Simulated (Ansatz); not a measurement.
**A barrier at the coupled-cluster level**

Start structure (SiNH5S, singlet), relaxed at PBE0-D4/def2-TZVP:

Si1  (0.017, 0.286, 0.567)
S2  (1.704, 1.119, -0.469)
N3  (-1.159, -0.540, -0.361)
H4  (-1.046, -1.523, -0.549)
H5  (0.488, -0.690, 1.579)
H6  (-0.585, 1.492, 1.182)
H7  (2.218, -0.068, -0.833)
H8  (-1.637, -0.077, -1.117)
(Å)

The step: SiNH₅S ([NH2][SiH2][SH]) → SiNH₃ ([NH][SiH2]) + H₂S; bonds formed: S2–H4; bonds broken: Si1–S2, N3–H4. Computed with Ansatz 0.2.0 (basis: def2-TZVPP and def2-QZVPP); correlated methods freeze the cores. Extrapolation: Hartree–Fock as exp(−7.88 √X), correlation as X^−2.97. Energies below are by CCSD(T) at an estimated basis limit (MP2 extrapolated from triple and quadruple zeta, plus CCSD(T) − MP2 in triple zeta).

Problem. What are the electronic barrier and the energy of the step, from the start structure to the end structure? (Judge from chemistry; the value comes from the calculation.)

Solution. By the calculation: Barrier 290.2 kJ/mol; step energy 268.1 kJ/mol (uphill); reverse barrier, their difference, 22.1 kJ/mol. Barrier and step energy count from the start structure, the reverse barrier from the end structure.

The saddle point: One imaginary mode of 514i cm⁻¹.
```
  pair  start (Å)  saddle (Å)  end (Å)
 S2–H4       3.81        1.43     1.34
Si1–S2       2.15        2.51     2.77
 N3–H4       1.01        1.84     3.05
```

Zero-point energy (harmonic, PBE0-D4): ZPE is 138.6 kJ/mol at the start and 121.6 kJ/mol at the saddle, so the barrier goes from 290.2 to 273.1 kJ/mol.

First-order rate constant out of the start structure at 898 K by transition-state theory, with harmonic vibrational free energies alone and no tunnelling: ΔA‡ = 279.6 kJ/mol, so k = (kB T/h) exp(−ΔA‡/kB T) ≈ 10^-3 s⁻¹ (an order of magnitude at best: rotation, the number of equivalent paths and anharmonicity are left out).

No T1 diagnostic of these runs exceeds 0.016. The end structure is not quite a true minimum (one mode of 63i cm⁻¹).

Labels in which every atom is bracketed show which atoms are joined, not bond orders.

For scale, one of the runs: CCSD(T)/def2-TZVPP, 185 basis functions, launched by `ansatz run in.yaml --threads 2 --pin off --events-out ev --progress --plain --max-ram 4352MiB`. Hardware: 2 CPU threads of an Intel Xeon Platinum 8259CL, shared host. Wall time 29 s; peak host memory 1.8 GiB.
